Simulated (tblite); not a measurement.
Potential energy surface of H₃P, singlet: map of symmetric stretch and umbrella angle. Scanned: P-H bond length and angle between the P-H bonds and the threefold axis (90 = planar).

Cartesian coordinates as functions of the variables (Å; names that start with a are angles):
```
P  0  0  0
H  r*sin(a)*cos(0*2*pi/3+0)  r*sin(a)*sin(0*2*pi/3+0)  0+r*cos(a)
H  r*sin(a)*cos(1*2*pi/3+0)  r*sin(a)*sin(1*2*pi/3+0)  0+r*cos(a)
H  r*sin(a)*cos(2*2*pi/3+0)  r*sin(a)*sin(2*2*pi/3+0)  0+r*cos(a)
```

Computed with GFN2-xTB, 300 K electronic temperature run with tblite 0.5.0.

Energy in kcal/mol above the lowest grid point; x is the P-H bond length (Å), y the angle between the P-H bonds and the threefold axis (90 = planar) (°).

| y \ x | 1.25 | 1.34 | 1.40 | 1.47 | 1.53 | 1.60 | 1.66 | 1.73 | 1.77 |
|---|---|---|---|---|---|---|---|---|---|
| 130 | 23.0 | 5.9 | 3.8 | 6.9 | 12.7 | 21.9 | 31.1 | 42.9 | 50.0 |
| 127.20 | 19.4 | 2.9 | 1.1 | 4.5 | 10.5 | 19.7 | 29.0 | 40.9 | 48.1 |
| 123.20 | 17.0 | 1.4 | 0.0 | 3.7 | 9.7 | 19.0 | 28.3 | 40.1 | 47.2 |
| 119.20 | 17.5 | 2.8 | 1.8 | 5.6 | 11.8 | 21.0 | 30.1 | 41.7 | 48.7 |
| 115.20 | 20.4 | 6.6 | 6.0 | 10.1 | 16.3 | 25.5 | 34.4 | 45.6 | 52.4 |
| 111.20 | 25.1 | 12.4 | 12.2 | 16.8 | 23.1 | 32.2 | 40.9 | 51.7 | 58.2 |
| 107.20 | 30.8 | 19.4 | 19.9 | 25.1 | 31.8 | 40.9 | 49.4 | 59.9 | 66.0 |
| 103.20 | 36.8 | 26.8 | 28.2 | 34.3 | 41.6 | 51.2 | 59.7 | 69.9 | 75.7 |
| 99.20 | 42.2 | 33.6 | 36.0 | 43.2 | 51.4 | 62.0 | 71.1 | 81.4 | 87.1 |
| 95.20 | 46.2 | 38.7 | 41.9 | 50.2 | 59.5 | 71.4 | 81.7 | 93.1 | 99.2 |
| 90 | 48.2 | 41.3 | 45.0 | 54.0 | 63.9 | 76.8 | 88.3 | 101.3 | 107.6 |

Points that lie below all their neighbours on the grid: x = 1.40, y = 123.20 (0.0 kcal/mol).
